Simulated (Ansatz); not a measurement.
Down a group: atomization energies of HOC, HOSi

Ansatz 0.2.0, functionals in def2-QZVPP, HF, MP2 and coupled cluster extrapolated from def2-TZVPP and def2-QZVPP (exp(−7.88 √X), X^−2.97); geometries are PBE0/def2-TZVP minima. Wave-function levels freeze the cores; HF, MP2 and coupled cluster are restricted for singlets and unrestricted otherwise, atoms included (their steps beyond CCSDT(Q) come from restricted open-shell runs), Kohn–Sham unrestricted where that lies lower. The best estimate adds to that CCSD(T) limit the step from CCSD(T) to the highest level run in a smaller set (CCSDT(Q)/cc-pVTZ). It lacks core correlation, which semilocal and hybrid functionals hold and which counts in their errors here, (a few kJ/mol in atomization energies of light atoms) is good to about 1 kcal/mol where the step is under 0.06 eV, as here, and is no measured value. An error is the level's value less this estimate. Energies are electronic, without zero-point terms. No spin–orbit coupling and no scalar relativity. B2PLYP's MP2 part freezes the cores and isn't at its limit in this set. CCSD(T)'s error is that step with its sign reversed, by construction, and steps from double-zeta sets run high. The species are chosen: bound, without strong static correlation by their natural occupations or amplitudes, in their lowest spin state as far as vertical gaps and like structures tell, and with a ladder that closes on the reference, so errors are smaller than for species at large; levels whose determinant breaks symmetry or spin markedly are left out.

```tsv
species	bonds (Å)	quantity	symmetry of the states	reference	value (kJ/mol)	error CCSD	error CCSD(T)	error PBE	error r2SCAN	error B2PLYP
HOC, doublet	C–O 1.265, O–H 0.984, angle at O 114°	atomization	A'	limit + step to CCSDT(Q)/cc-pVTZ	990.8	-28.8	-1.2	60.4	14.3	2.9
HOSi, doublet	O–Si 1.650, O–H 0.962, angle at O 119°	atomization	A'	limit + step to CCSDT(Q)/cc-pVTZ	949.6	-23.1	-0.4	19.4	-2.4	-3.0
```

The reference falls from C to Si, by 41.2 kJ/mol in all.
